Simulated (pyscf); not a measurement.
HO–PH₂ + gallane (GaH₃) -> HO–PH–GaH₂ + hydrogen (H₂), a four-centre exchange (singlet surface; H–P, Ga–H broken, Ga–P, H–H formed). Single points on ωB97X-D3(BJ)/def2-SVP structures (PySCF, gas phase). Energies in eV from the separated reactants.

AM1 to PM7: differences of heats of formation from MOPAC, which are fitted to 298 K values and so differ in kind from electronic energies by zero-point and thermal terms. 

Q: In single points PM3 puts the saddle at -0.88 eV and the reaction energy at -1.73 eV. Should these be trusted to within a few kcal/mol? Compare with ωB97M-D3(BJ)/def2-TZVP.

A: ωB97M-D3(BJ)/def2-TZVP gives ΔE‡ = 1.36 eV and ΔE = -0.06 eV. PM3 lies 2.24 eV under it in the barrier and 1.67 eV under it in the reaction energy, so on this step it does not hold to within 0.13 eV. At PM3 this geometry lies under one side, so its ΔE‡ may be no barrier of that level. ωB97M-D3(BJ)/def2-TZVP has limits of its own. On the reactant side the descent ends in an adduct with a Ga–O contact (not fully relaxed), 0.67 eV under the separated species and 1.93 eV under the saddle at ωB97X-D3(BJ)/def2-TZVP. On the product side the descent ends in an adduct with a Ga–O contact, 0.07 eV over the separated species and 1.44 eV under the saddle at ωB97X-D3(BJ)/def2-TZVP. At the saddle there is also a short Ga–H contact that neither side keeps. At ωB97X-D3(BJ)/def2-TZVP the barrier from the zero used here is 1.25 eV. The same reactants have a lower exit, to H₂P–O–GaH₂ + H₂ (barrier +0.41 eV at ωB97M-D3(BJ)/def2-TZVP, against +1.36 eV here). HO–PH–GaH₂ lies 1.04 eV over its isomer HO–GaH–PH₂ (electronic energy, ωB97M-D3(BJ)/def2-TZVP). One saddle was located; it need not be the lowest between these sides. In the def2 sets elements up to Kr have no core potential.
